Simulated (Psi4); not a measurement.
# wB97X-D/def2-TZVP (sweep point 3) run of [NH4]+ (ammonium)

Wanted: a geometry optimisation of [NH4]+ (ammonium). 

The calculation is run with Psi4 1.11.

1 further run of the same task is left out (set aside as unsound or not needed).

### Step 1. The structure to begin with

[NH4]+: 5 atoms, total charge +1, spin state singlet. As SMILES, `[NH4+]`. Geometry: relaxed at GFN2-xTB. The run starts from this shape.

Bond lengths: N1–H2 1.030 Å, N1–H3 1.029 Å, N1–H4 1.030 Å, N1–H5 1.030 Å. Angles: H2–N1–H3 109.5°, H2–N1–H4 109.4°, H2–N1–H5 109.5°, H3–N1–H4 109.5°, H3–N1–H5 109.4°, H4–N1–H5 109.5°.

### Step 2. A structure relaxation at wB97X-D/def2-TZVP (sweep point 3)

File calc.dat:

```
memory 1.6 GB

molecule molecule1 {
  1 1
  N      0.00015118     0.00009449    -0.00001890
  H      0.86146945    -0.85173736     1.52245785
  H     -1.84796318     0.41109102     0.44701471
  H      0.04550461    -1.20441695    -1.52731445
  H      0.94085684     1.64496880    -0.44213922
  units au
  symmetry c1
}

set globals {
  basis def2-TZVP
  puream true
  scf_type pk
  dft_radial_points 99
  dft_spherical_points 590
  g_convergence gau_tight
  geom_maxiter 50
}

opt("wb97x-d")
print_variables()
```

On the command line:

```
$ psi4 -n 1 calc.dat calc.out
```

calc.out:

```text
Psi4 1.11 release

gradient() will perform analytic gradient computation.

   => Loading Basis Set <=

    Name: DEF2-TZVP
    Role: ORBITAL
    Keyword: BASIS

   => WB97X-D: Empirical Dispersion <=

    Chai and Head-Gordon Dispersion Correction

        s6 =       1.000000

         ---------------------------------------------------------
                                   SCF
                              RKS Reference
                        1 Threads,   1525 MiB Core
         ---------------------------------------------------------

  ==> Geometry <==

    Molecular point group: c1
    Full point group: C1

    Geometry (in Bohr), charge = 1, multiplicity = 1:

       Center              X                  Y                   Z               Mass
    ------------   -----------------  -----------------  -----------------  -----------------
         N            0.000041186184     0.000026402188    -0.000005280438    14.003074004430
         H            0.861359456184    -0.851805447812     1.522471469562     1.007825032230
         H           -1.848073173816     0.411022932188     0.447028329562     1.007825032230
         H            0.045394616184    -1.204485037812    -1.527300830438     1.007825032230
         H            0.940746846184     1.644900712188    -0.442125600438     1.007825032230

  Running in c1 symmetry.

  Rotational constants: A =      5.91989  B =      5.91674  C =      5.91589 [cm^-1]
  Rotational constants: A = 177473.75967  B = 177379.28327  C = 177353.94488 [MHz]
  Nuclear repulsion =   16.280031674526846

  Charge       = 1
  Multiplicity = 1
  Electrons    = 10
  Nalpha       = 5
  Nbeta        = 5

  ==> Algorithm <==

  SCF Algorithm Type is PK.
  DIIS enabled.
  MOM disabled.
  Fractional occupation disabled.
  Guess Type is SAD.
  Energy threshold   = 1.00e-08
  Density threshold  = 1.00e-08
  Integral threshold = 1.00e-12

  ==> Primary Basis <==

  Basis Set: DEF2-TZVP
    Blend: DEF2-TZVP
    Number of shells: 27
    Number of basis functions: 55
    Number of Cartesian functions: 60
    Spherical Harmonics?: true
    Max angular momentum: 3

  ==> DFT Potential <==

   => LibXC <=

    Version 7.1.2

   => Composite Functional: WB97X-D <=

    wB97X-D Hyb-GGA Exchange-Correlation Functional

    Deriv               =              1
    GGA                 =           TRUE
    Meta                =          FALSE

    Exchange Hybrid     =           TRUE
    MP2 Hybrid          =          FALSE

   => Exchange-Correlation Functionals <=

    1.0000   wB97X-D range-separated functional

   => Exact (HF) Exchange <=

    0.7780            HF,LR [omega = 0.2000]
    0.2220               HF

   => LibXC Density Thresholds  <==

    XC_HYB_GGA_XC_WB97X_D:  1.00E-14

   => Molecular Quadrature <=

    Radial Scheme          =       TREUTLER
    Pruning Scheme         =           NONE
    Nuclear Scheme         =       TREUTLER

    Blocking Scheme        =         OCTREE
    BS radius alpha        =              1
    Pruning alpha          =              1
    Radial Points          =             99
    Spherical Points       =            590
    Total Points           =         281152
    Total Blocks           =           2081
    Max Points             =            256
    Max Functions          =             55
    Weights Tolerance      =       1.00E-15

  ==> Integral Setup <==

  Using in-core PK algorithm.
   Calculation information:
      Number of atoms:                   5
      Number of AO shells:              27
      Number of primitives:             44
      Number of atomic orbitals:        60
      Number of basis functions:        55

      Integral cutoff                 1.00e-12
      Number of threads:                 1

  Performing in-core PK
  Using 3559710 doubles for integral storage.
  We computed 71631 shell quartets total.
  Whereas there are 71631 unique shell quartets.

  Computing range-separated integrals for PK
  We computed 71631 wK shell quartets total.
  Whereas there are 71631 wK unique shell quartets.

  ==> DiskJK: Disk-Based J/K Matrices <==

    J tasked:                  Yes
    K tasked:                  Yes
    wK tasked:                 Yes
    Omega:               2.000E-01
    Memory [MiB]:              703
    Schwarz Cutoff:          1E-12

  Cached 100.0% of DFT collocation blocks in 0.430 [GiB].

  Minimum eigenvalue in the overlap matrix is 4.4652763592E-03.
  Reciprocal condition number of the overlap matrix is 6.6286427240E-04.
    Using symmetric orthogonalization.

  ==> Pre-Iterations <==

  SCF Guess: Superposition of Atomic Densities via on-the-fly atomic UHF (no occupation information).

   -------------------------
    Irrep   Nso     Nmo
   -------------------------
     A         55      55
   -------------------------
    Total      55      55
   -------------------------

  ==> Iterations <==

                        Total Energy        Delta E     RMS |[F,P]|

   @RKS iter SAD:   -56.86653346252061   -5.68665e+01   0.00000e+00
   @RKS iter   1:   -56.83122983051016    3.53036e-02   8.03890e-03 ADIIS/DIIS
   @RKS iter   2:   -56.86010362629348   -2.88738e-02   6.52559e-03 ADIIS/DIIS
   @RKS iter   3:   -56.90709431069580   -4.69907e-02   4.59132e-04 ADIIS/DIIS
   @RKS iter   4:   -56.90746084868108   -3.66538e-04   4.29690e-05 DIIS
   @RKS iter   5:   -56.90746374007743   -2.89140e-06   2.73498e-06 DIIS
   @RKS iter   6:   -56.90746376692340   -2.68460e-08   4.04129e-07 DIIS
   @RKS iter   7:   -56.90746376722510   -3.01704e-10   2.03782e-08 DIIS
   @RKS iter   8:   -56.90746376722572   -6.18172e-13   1.33748e-09 DIIS
  Energy and wave function converged.

  ==> Post-Iterations <==

[... 19 lines left out ...]
    Final Occupation by Irrep:
[... 10 lines left out ...]
    One-Electron Energy =                -104.8897574166885107
[... 2 lines left out ...]
    Empirical Dispersion Energy =          -0.0002881456809278
[... 16 lines left out ...]
 Dipole X            :          0.0001572           -0.0002840           -0.0001268
[... 64 lines left out ...]
    Weights Tolerance      =       1.00E-15
[... 54 lines left out ...]
	   Step    Total Energy     Delta E     Max Force     RMS Force      Max Disp      RMS Disp   ~
[... 121 lines left out ...]
                        Total Energy        Delta E     RMS |[F,P]|
[... 3 lines left out ...]
   @RKS iter   2:   -56.90761218389234   -7.56432e-06   1.09423e-04 ADIIS/DIIS
[... 2 lines left out ...]
   @RKS iter   5:   -56.90762453595133   -4.34234e-10   3.85439e-08 DIIS
[... 8 lines left out ...]
    Final Occupation by Irrep:
[... 10 lines left out ...]
    One-Electron Energy =                -105.0875026121419751
[... 2 lines left out ...]
    Empirical Dispersion Energy =          -0.0002765709764410
[... 16 lines left out ...]
 Dipole X            :          0.0000997           -0.0002460           -0.0001463
[... 44 lines left out ...]
    Weights Tolerance      =       1.00E-15
[... 54 lines left out ...]
	   Step    Total Energy     Delta E     Max Force     RMS Force      Max Disp      RMS Disp
[... 90 lines left out ...]
                        Total Energy        Delta E     RMS |[F,P]|
[... 3 lines left out ...]
   @RKS iter   2:   -56.90762789117336   -1.33335e-09   1.42900e-06 DIIS
[... 2 lines left out ...]
  Energy and wave function converged.
[... 16 lines left out ...]
    Nuclear Repulsion Energy =             16.3945391911481479
[... 2 lines left out ...]
    DFT Exchange-Correlation Energy =      -5.5579124510126139
[... 2 lines left out ...]
    Total Energy =                        -56.9076278932811377
[... 16 lines left out ...]
 Dipole Z            :         -0.0000023            0.0000176            0.0000153
[... 92 lines left out ...]
	Measures of convergence in internal coordinates in au.
[... 76 lines left out ...]
    Weights Tolerance      =       1.00E-15
[... 21 lines left out ...]
   @RKS iter   1:   -56.90762718146375    2.66418e-05   2.28373e-07 DIIS
[... 2 lines left out ...]
   @RKS iter   4:   -56.90762718153983   -1.25766e-12   4.65113e-09 DIIS
[... 13 lines left out ...]
  @RKS Final Energy:   -56.90762718153983
[... 5 lines left out ...]
    Two-Electron Energy =                  37.3410079664752743
[... 2 lines left out ...]
    VV10 Nonlocal Energy =                  0.0000000000000000
[... 16 lines left out ...]
 Dipole Y            :          0.0000190           -0.0000558           -0.0000368
[... 91 lines left out ...]
	                                 ==> Convergence Check <==
[... 8 lines left out ...]
	  Convergence Criteria              o    1.50e-05 *    1.00e-05 *    6.00e-05 *    4.00e-05 *
[... 90 lines left out ...]
   @RKS iter   0:   -56.90761942339682   -5.69076e+01   8.57356e-07
[... 2 lines left out ...]
   @RKS iter   3:   -56.90762485868318   -3.26850e-12   1.67831e-08 DIIS
[... 8 lines left out ...]
    Final Occupation by Irrep:
[... 10 lines left out ...]
    One-Electron Energy =                -105.0850775161990782
[... 2 lines left out ...]
    Empirical Dispersion Energy =          -0.0002767098799921
[... 16 lines left out ...]
 Dipole X            :          0.0000293           -0.0000658           -0.0000365
[... 44 lines left out ...]
    Weights Tolerance      =       1.00E-15
[... 54 lines left out ...]
	   Step    Total Energy     Delta E     Max Force     RMS Force      Max Disp      RMS Disp
[... 90 lines left out ...]
                        Total Energy        Delta E     RMS |[F,P]|
[... 3 lines left out ...]
   @RKS iter   2:   -56.90762598427605   -3.30260e-11   8.65768e-08 DIIS
[... 2 lines left out ...]
  Energy and wave function converged.
[... 32 lines left out ...]
    Nuclear Repulsion Energy =             16.3945787885563838
[... 2 lines left out ...]
    DFT Exchange-Correlation Energy =      -5.5579129585367957
[... 2 lines left out ...]
    Total Energy =                        -56.9076259842840528
[... 16 lines left out ...]
 Dipole Z            :          0.0000026            0.0000066            0.0000091
[... 25 lines left out ...]
  Nuclear repulsion =   16.394578788556384

   => Molecular Quadrature <=

    Radial Scheme          =       TREUTLER
    Pruning Scheme         =           NONE
    Nuclear Scheme         =       TREUTLER

    Blocking Scheme        =         OCTREE
    BS radius alpha        =              1
    Pruning alpha          =              1
    Radial Points          =             99
    Spherical Points       =            590
    Total Points           =         281174
    Total Blocks           =           2066
    Max Points             =            256
    Max Functions          =             55
    Weights Tolerance      =       1.00E-15

  -Total Gradient:
     Atom            X                  Y                   Z
    ------   -----------------  -----------------  -----------------
       1        0.000011465652     0.000015173260    -0.000006173206
       2       -0.000011032326    -0.000003734243     0.000003377061
       3       -0.000004127588     0.000015013624     0.000009572246
       4        0.000006835231     0.000024307048    -0.000011378978
       5       -0.000002195029     0.000011789586     0.000013348842

	total time  =          1 seconds =       0.02 minutes

    			-----------------------------------------

    			 OPTKING 3.0: for geometry optimizations

    			        with contributions from

    			-----------------------------------------

	                            ===> Fragment 1 <==

	 Z (Atomic Numbers)          Masses                          Geom
	       7.000000            14.003074          0.00000619  0.00000307 -0.00000096
	       1.000000             1.007825          0.85561802 -0.84531961  1.51194940
	       1.000000             1.007825         -1.83549449  0.40800025  0.44398891
	       1.000000             1.007825          0.04516112 -1.19561661 -1.51690047
	       1.000000             1.007825          0.93462940  1.63289330 -0.43902456

	 - Coordinate -           - BOHR/RAD -       - ANG/DEG -
	 R(1,2)           =         1.932003           1.022372
	 R(1,3)           =         1.932007           1.022374
	 R(1,4)           =         1.931976           1.022357
[... 18 lines of this table left out ...]
	 O(5,1,3,4)       =        -0.955327         -54.736197

	        --- Internal Coordinate Step in ANG or DEG, aJ/ANG or AJ/DEG ---
	-------------------------------------------------------------------------------
	           Coordinate      Previous         Force          Change          New
	           ----------      --------        ------          ------        ------
	               R(1,2)       1.02237       -0.00003       -0.00000       1.02237
	               R(1,3)       1.02237       -0.00005       -0.00001       1.02237
	               R(1,4)       1.02236       -0.00003       -0.00000       1.02235
[... 18 lines of this table left out ...]
	           O(5,1,3,4)     -54.73620        0.00000        0.00113     -54.73507
	-------------------------------------------------------------------------------

	                                 ==> Convergence Check <==

	Measures of convergence in internal coordinates in au.

	Criteria marked as inactive (o), active & met (*), and active & unmet ( ).

	----------------------------------------------------------------------------------------------
	   Step    Total Energy     Delta E     Max Force     RMS Force      Max Disp      RMS Disp
	----------------------------------------------------------------------------------------------
	  Convergence Criteria              o    1.50e-05 *    1.00e-05 *    6.00e-05 *    4.00e-05 *
	----------------------------------------------------------------------------------------------
	     6     -56.90762598   -1.13e-06 o    6.43e-06 *    3.31e-06 *    5.11e-05 *    2.45e-05 *  ~
	----------------------------------------------------------------------------------------------

Next Geometry in Ang
	Fragment 1 (Ang)

	    N  -0.0000011752   0.0000020699   0.0000033160
	    H   0.4527942980  -0.4473142813   0.8000784816
	    H  -0.9713069783   0.2158965826   0.2349229965
	    H   0.0238760969  -0.6326977662  -0.8026968463
	    H   0.4945955504   0.8640924402  -0.2323014220

    Final optimized geometry and variables:
    Molecular point group: c1
    Full point group: C1

    Geometry (in Bohr), charge = 1, multiplicity = 1:

    N            0.000006185807     0.000003071045    -0.000000956401
    H            0.855618024323    -0.845319607019     1.511949402394
    H           -1.835494489381     0.408000248352     0.443988913904
    H            0.045161115435    -1.195616608082    -1.516900465187
    H            0.934629401859     1.632893296575    -0.439024562534

  Variable Map:
  ----------------------------------------------------------------------------
  "CURRENT ENERGY"                       =>     -56.907625984284
  "CURRENT REFERENCE ENERGY"             =>     -56.907625984284
  "DD SOLVATION ENERGY"                  =>       0.000000000000
  "DFT FUNCTIONAL TOTAL ENERGY"          =>     -56.907349265771
  "DFT TOTAL ENERGY"                     =>     -56.907625984284
  "DFT VV10 ENERGY"                      =>       0.000000000000
  "DFT XC ENERGY"                        =>      -5.557912958537
  "DISPERSION CORRECTION ENERGY"         =>      -0.000276718513
  "GRID ELECTRONS ALPHA"                 =>       5.000000027432
  "GRID ELECTRONS BETA"                  =>       5.000000027432
  "GRID ELECTRONS TOTAL"                 =>      10.000000054865
  "NUCLEAR REPULSION ENERGY"             =>      16.394578788556
  "ONE-ELECTRON ENERGY"                  =>    -105.084925798455
  "OPTIMIZATION ITERATIONS"              =>       6.000000000000
  "PCM POLARIZATION ENERGY"              =>       0.000000000000
  "PE ENERGY"                            =>       0.000000000000
  "SCF ITERATION ENERGY"                 =>     -56.907625984284
  "SCF ITERATIONS"                       =>       4.000000000000
  "SCF TOTAL ENERGY"                     =>     -56.907625984284
  "TWO-ELECTRON ENERGY"                  =>      37.340910702665
  "WB97X-D DISPERSION CORRECTION ENERGY" =>      -0.000276718513
  "XC GRID RADIAL POINTS"                =>      99.000000000000
  "XC GRID SPHERICAL POINTS"             =>     590.000000000000
  "XC GRID TOTAL POINTS"                 =>  281174.000000000000

  Array Variable Map:
  ----------------------------------------------------------------------------
  "-D GRADIENT"                          =>      -0.000000000201 ... 0.000047041402 5 by 3
  "CURRENT DIPOLE"                       =>      -0.000023853440 ... 0.000009149575 1 by 3
  "CURRENT GRADIENT"                     =>       0.000011465652 ... 0.000013348842 5 by 3
  "DFT TOTAL GRADIENT"                   =>       0.000011465652 ... 0.000013348842 5 by 3
  "SCF DIPOLE"                           =>      -0.000023853440 ... 0.000009149575 1 by 3
  "SCF TOTAL ENERGIES"                   =>     -56.907611339123 ... -56.907625984284 1 by 5
  "SCF TOTAL GRADIENT"                   =>       0.000011465652 ... 0.000013348842 5 by 3

    Psi4 run time: 0:00:27.67

[set-up sections that repeat, and orbital energies of the middle runs, are left out above]
```

The script printed:

```text
Optimizer: Optimization complete!
```

Wall time 29 s (1 thread of AMD EPYC 9R14 (Zen 4), shared host); peak memory 0.76 GiB.

The path in brief:

```csv
step,energy from the first frame kept (eV),largest force (eV/Å)
0,0.0000,0.3079
1,-0.0044,0.0049
2,-0.0045,0.0022
3,-0.0044,0.0010
4,-0.0044,0.0013
5,-0.0044,0.0014
```

After the run. Bond lengths: N1–H2 1.022 Å, N1–H3 1.022 Å, N1–H4 1.022 Å, N1–H5 1.022 Å. Angles: H2–N1–H3 109.5°, H2–N1–H4 109.5°, H2–N1–H5 109.5°, H3–N1–H4 109.5°, H3–N1–H5 109.5°, H4–N1–H5 109.5°.

### Step 3. Outcome

At wB97X-D/def2-TZVP (sweep point 3):

| quantity | value |
| --- | --- |
| total energy at the end | -56.90763 Eh |
| HOMO energy | -24.78 eV |
| LUMO energy | -3.85 eV |
| HOMO–LUMO gap | 20.93 eV |
| dispersion energy | -0.73 kJ/mol |

**Reading.** At the final geometry: Bond lengths: N1–H2 1.022 Å, N1–H3 1.022 Å, N1–H4 1.022 Å, N1–H5 1.022 Å. Angles: H2–N1–H3 109.5°, H2–N1–H4 109.5°, H2–N1–H5 109.5°, H3–N1–H4 109.5°, H3–N1–H5 109.5°, H4–N1–H5 109.5°. The optimisation took 6 steps and changed the energy by -0.004 eV.
